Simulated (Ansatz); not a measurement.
# BH₅S (SMILES [BH3-][SH2+]): one structure at several levels

The task here is to estimate one member of a computed series from the others.

Method: single points in def2-TZVPP; program: Ansatz 0.2.0, Gaussian basis.

Correlated methods freeze the cores.

**The starting structure**

SMILES `[BH3-][SH2+]`, 7 atoms, charge 0, spin multiplicity 1.

Atoms are counted from 1 here; the program's logs count them from 0.

Bond lengths: B1–S2 2.009 Å, B1–H3 1.157 Å, B1–H4 0.894 Å, B1–H5 1.264 Å, S2–H6 1.271 Å, S2–H7 1.206 Å. Angles: S2–B1–H3 102.6°, S2–B1–H4 107.2°, S2–B1–H5 101.1°, H3–B1–H4 115.2°, H3–B1–H5 103.5°, H4–B1–H5 124.3°, B1–S2–H6 92.6°, B1–S2–H7 93.9°, H6–S2–H7 96.9°.

Geometry (Å):

```xyz
7
BH5S
B    -0.4660   -0.4769   -0.3749
S     0.6091    1.0705    0.3213
H    -1.5477   -0.0681   -0.3433
H    -0.3060   -1.1730    0.1622
H    -0.1734   -0.4426   -1.6037
H     0.1710    0.9186    1.5049
H     1.6156    0.4189    0.4550
```

Set-up of the first run:

File run/in.yaml:

```yaml
crystal:
  periodic: [false, false, false]
  atoms:
    - {symbol: B, position_ang: [-0.466000, -0.476900, -0.374900]}
    - {symbol: S, position_ang: [0.609100, 1.070500, 0.321300]}
    - {symbol: H, position_ang: [-1.547700, -0.068100, -0.343300]}
    - {symbol: H, position_ang: [-0.306000, -1.173000, 0.162200]}
    - {symbol: H, position_ang: [-0.173400, -0.442600, -1.603700]}
    - {symbol: H, position_ang: [0.171000, 0.918600, 1.504900]}
    - {symbol: H, position_ang: [1.615600, 0.418900, 0.455000]}
basis:
  gaussian: {orbitals: def2-TZVPP}
correlation: {method: ccsd_t}
output: {forces: true}
```

The command line of these runs was not kept.

Steps of the session up to this table: CCSD(T)/def2-TZVPP; PBE0-D4/def2-TZVPP; wB97M-V/def2-TZVPP; r2SCAN-D4/def2-TZVPP; PBE-D4/def2-TZVPP; r2SCANh-D4/def2-TZVPP; r2SCAN0-D4/def2-TZVPP.

One of the session's tables, all rows but one given; the rest of the session is left out.

```
    method  RMS force component (eV/Å)  angle to CCSD(T) forces (°)  dipole (D)
   CCSD(T)                       5.390                    reference        3.92
   PBE0-D4                       5.397                          1.2        3.86
   wB97M-V                       5.318                          0.4        3.89
 r2SCAN-D4                       5.367                          1.1        3.87
    PBE-D4                           ?                            ?           ?
r2SCANh-D4                       5.368                          0.9        3.87
r2SCAN0-D4                       5.368                          0.8        3.88
```

**Question.** Estimate the row for PBE-D4.

The run gave: RMS force component (eV/Å): 5.395; angle to CCSD(T) forces (°): 2.3; dipole (D): 3.82. In the column «RMS force component (eV/Å)» it lies between CCSD(T) (5.390) and PBE0-D4 (5.397).
